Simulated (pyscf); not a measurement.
PySCF, gas phase, ωB97X-D3(BJ)/def2-SVP geometries. Correlated levels are frozen-core, on RHF or UHF. ΔMP2 is the change of the MP2 total energy from the triple- to the quadruple-zeta basis.

**Question.** Estimate the classical barrier height and the reaction energy of NH₃ + HN=SiH₂ -> H₂N–SiH₂–NH₂ at CCSD(T)/def2-TZVPP + ΔMP2(QZVPP). The step runs on the singlet surface, breaks H–N and forms N–Si, H–N; take the separated reactants as zero.

**Answer.** ΔE‡ = -56.5 kJ/mol, ΔE = -278.2 kJ/mol. Zero-point energy shifts the barrier by +4.9 kJ/mol. It is an addition across a multiple bond or ene-type step, with an imaginary mode of 1092i cm⁻¹. On the reactant side the descent ends in an adduct with a N–Si contact, 94.0 kJ/mol under the separated species and 22.3 kJ/mol under the saddle at ωB97X-D3(BJ)/def2-TZVP. At CCSD(T) the saddle lies under the separated reactants, which points to a path from their complex (located at ωB97X-D3(BJ) alone). What is counted as formed (N–Si) is already present as a longer contact in the reactant adduct; forming that adduct is a step of its own. At ωB97X-D3(BJ) the barrier from the zero used here is -71.7 kJ/mol. HN=SiH₂ lies 76.0 kJ/mol over its isomer H₂N–SiH: [singlet], and others may lie lower still (electronic energy, ωB97M-D3(BJ)). This is the saddle that the search found; another between the same sides may lie lower. The CCSD(T) − MP2 part came from Ansatz, without density fitting, on the same reference.
